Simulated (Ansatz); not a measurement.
Compare A (`C=C=C(C)S`) with its isomer B (`C=C1SC1C`).

Calculated with Ansatz (gas phase, PBE0-D4/def2-TZVP geometries, no zero-point term in ΔE). CCSD(T)/CBS is the MP2 limit (def2-TZVPP, def2-QZVPP) plus CCSD(T) − MP2 in def2-TZVPP, frozen cores. DFT in def2-TZVPP. One conformer a species, not always the lowest.

A:

```xyz
11

C     1.014    0.969   -1.594
C     0.309    0.454   -0.630
C    -0.398   -0.062    0.333
C     0.026   -1.255    1.135
S    -1.971    0.591    0.825
H     1.746    1.751   -1.407
H     0.902    0.635   -2.622
H    -0.705   -2.063    1.037
H     0.995   -1.616    0.795
H     0.098   -0.999    2.196
H    -2.015    1.593   -0.067
```

B:

Z-matrix (Å, degrees):
```
C
C 1 1.500
C 1 1.450 2 121.2
S 1 1.848 2 118.7 3 -72.8
H 1 1.088 2 115.6 3 149.7
H 2 1.090 1 110.6 3 31.7
H 2 1.095 1 109.7 3 -87.9
H 2 1.092 1 111.1 3 152.7
C 3 1.318 1 145.7 2 69.8
H 9 1.084 3 120.1 1 2.1
H 9 1.082 3 121.7 1 -178.0
```

Problem. Which isomer does CCSD(T)/CBS put lower? Give the gap. (An estimate is asked.)

Solution. Ansatz gave: B, by 8.0 kcal/mol.

Problem. Give E(B) − E(A) in kcal/mol with B2PLYP, PBE0-D4, CCSD/def2-TZVPP, MP2/def2-TZVPP, CCSD(T)/def2-TZVPP, r2SCAN-D4, ωB97M-V. (Estimate.)

Solution. Ansatz gave: B2PLYP -7.1, PBE0-D4 -10.1, CCSD/def2-TZVPP -7.1, MP2/def2-TZVPP -11.0, CCSD(T)/def2-TZVPP -7.8, r2SCAN-D4 -8.9, ωB97M-V -7.8. None reverses the order clearly.

Largest T1 diagnostic: 0.012.

From PBE to PBE0 (25 % exact exchange), in def2-TZVPP and without D4, E(B) − E(A) moves by −0.8 kcal/mol. In def2-TZVPP, CCSD(T) changes the Hartree–Fock value by −4.2 kcal/mol (the triples alone add −0.7 kcal/mol) and MP2 by −7.4 kcal/mol.
